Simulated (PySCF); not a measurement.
## Orbital picture of SiO⁺

PBE0 at R = 1.521 Å; Si def2-TZVP, O def2-TZVP; no relativity (PySCF 2.14). State: ²Σ⁺ (doublet), unpaired electrons σ ↑. Only the outer orbitals are listed, counted within each symmetry.

```json
{"spin": "α", "orbital": "5σ", "occ.": "1", "ε (eV)": "-35.84", "on Si (%)": "17", "main shells (%)": "80 O s"}
{"spin": "α", "orbital": "6σ", "occ.": "1", "ε (eV)": "-21.93", "on Si (%)": "39", "main shells (%)": "50 O p, 39 Si s, 10 O s"}
{"spin": "α", "orbital": "7σ", "occ.": "1", "ε (eV)": "-18.30", "on Si (%)": "72", "main shells (%)": "41 Si s, 31 Si p, 26 O p"}
{"spin": "α", "orbital": "2π", "occ.": "1", "ε (eV)": "-18.18", "on Si (%)": "19", "main shells (%)": "80 O p, 15 Si p"}
{"spin": "α", "orbital": "2π", "occ.": "1", "ε (eV)": "-18.18", "on Si (%)": "19", "main shells (%)": "80 O p, 15 Si p"}
{"spin": "α", "orbital": "3π", "occ.": "0", "ε (eV)": "-9.91", "on Si (%)": "90", "main shells (%)": "84 Si p, 10 O p"}
{"spin": "α", "orbital": "3π", "occ.": "0", "ε (eV)": "-9.91", "on Si (%)": "90", "main shells (%)": "84 Si p, 10 O p"}
{"spin": "α", "orbital": "8σ", "occ.": "0", "ε (eV)": "-6.42", "on Si (%)": "102", "main shells (%)": "60 Si p, 31 Si d, 11 Si s"}
{"spin": "β", "orbital": "5σ", "occ.": "1", "ε (eV)": "-34.61", "on Si (%)": "19", "main shells (%)": "78 O s, 9 Si s"}
{"spin": "β", "orbital": "6σ", "occ.": "1", "ε (eV)": "-19.69", "on Si (%)": "61", "main shells (%)": "60 Si s, 28 O p, 10 O s"}
{"spin": "β", "orbital": "2π", "occ.": "1", "ε (eV)": "-17.79", "on Si (%)": "21", "main shells (%)": "78 O p, 16 Si p"}
{"spin": "β", "orbital": "2π", "occ.": "1", "ε (eV)": "-17.79", "on Si (%)": "21", "main shells (%)": "78 O p, 16 Si p"}
{"spin": "β", "orbital": "7σ", "occ.": "0", "ε (eV)": "-14.00", "on Si (%)": "55", "main shells (%)": "42 O p, 28 Si p, 26 Si s"}
{"spin": "β", "orbital": "3π", "occ.": "0", "ε (eV)": "-9.25", "on Si (%)": "89", "main shells (%)": "84 Si p, 11 O p"}
{"spin": "β", "orbital": "3π", "occ.": "0", "ε (eV)": "-9.25", "on Si (%)": "89", "main shells (%)": "84 Si p, 11 O p"}
```

Which are the highest filled and the lowest empty level, where do they sit, and how wide is the gap?

Highest filled β 2π at -17.79 eV (in %: 78 O p, 16 Si p); lowest empty β 7σ at -14.00 eV (in %: 42 O p, 28 Si p, 26 Si s); the gap at PBE0 is 3.79 eV.

```
bond order (Mayer)                                                                                                : 2.31
⟨S²⟩                                                                                                              : 0.762
charge on Si (Mulliken, basis-dependent)                                                                          : 1.09
charge on Si (Löwdin, basis-dependent)                                                                            : 0.93
dipole moment (positive dipole points towards O; it is taken about the centre of mass and depends on that origin) : -4.42 D
polarisability along the bond                                                                                     : 33.4 bohr³
polarisability across the bond                                                                                    : 25.4 bohr³
```

Shares are Mulliken populations and can fall outside 0 to 100 %.

The state was picked by a PBE0 search and need not be the measured ground state.
